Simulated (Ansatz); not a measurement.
Reaction: C2H4ClF ((1S)-1-chloro-1-fluoroethane, SMILES F[C@@H](Cl)C) → CH3 (SMILES [CH3], doublet) + CHClF (SMILES F[CH]Cl, doublet) (the C-C bond breaks)
Each species at its own B3LYP-D3(BJ)/def2-TZVP minimum (Ansatz, an electronic-structure program).

Total energies in hartree (Ansatz). Radicals and triplets start from unrestricted determinants; spin-orbit coupling is neglected. Correlated methods leave the cores frozen. No relativity.

```tsv
species	HF/cc-pV(T+d)Z	CCSD(T)/cc-pV(T+d)Z	HF/cc-pV(Q+d)Z	CCSD(T)/cc-pV(Q+d)Z	CCSD(T)/cc-pV(D+d)Z	CCSDT(Q)/cc-pV(D+d)Z
1: C2H4ClF (SMILES F[C@H](C)Cl)	-637.09025	-637.94462	-637.10734	-638.02447	-637.68152	-637.68363
2: CH3 (SMILES [CH3], doublet)	-39.57748	-39.76098	-39.58026	-39.77245	-39.71583	-39.71634
3: CHClF (SMILES F[CH]Cl, doublet)	-597.40254	-598.02874	-597.41747	-598.09544	-597.81417	-597.81598
```

Problem. Work out the bond dissociation energy (electronic) in kcal/mol: take Hartree-Fock from cc-pV(Q+d)Z, extrapolate the CCSD(T) correlation energy as X^-3 (X = 3, 4), and add CCSDT(Q) - CCSD(T) in cc-pV(D+d)Z. 1 hartree = 627.51 kcal/mol.

Solution. 
Species 1: correlation (64·(-0.91713) - 27·(-0.85437))/37 = -0.96293; step -0.00211; E1 = -637.10734 + (-0.96293) + (-0.00211) = -638.07238
Species 2: correlation (64·(-0.19219) - 27·(-0.18350))/37 = -0.19853; step -0.00051; E2 = -39.58026 + (-0.19853) + (-0.00051) = -39.77930
Species 3: correlation (64·(-0.67797) - 27·(-0.62620))/37 = -0.71575; step -0.00181; E3 = -597.41747 + (-0.71575) + (-0.00181) = -598.13503
-1·E1 +1·E2 +1·E3 = 0.15805 hartree = 99.2 kcal/mol.
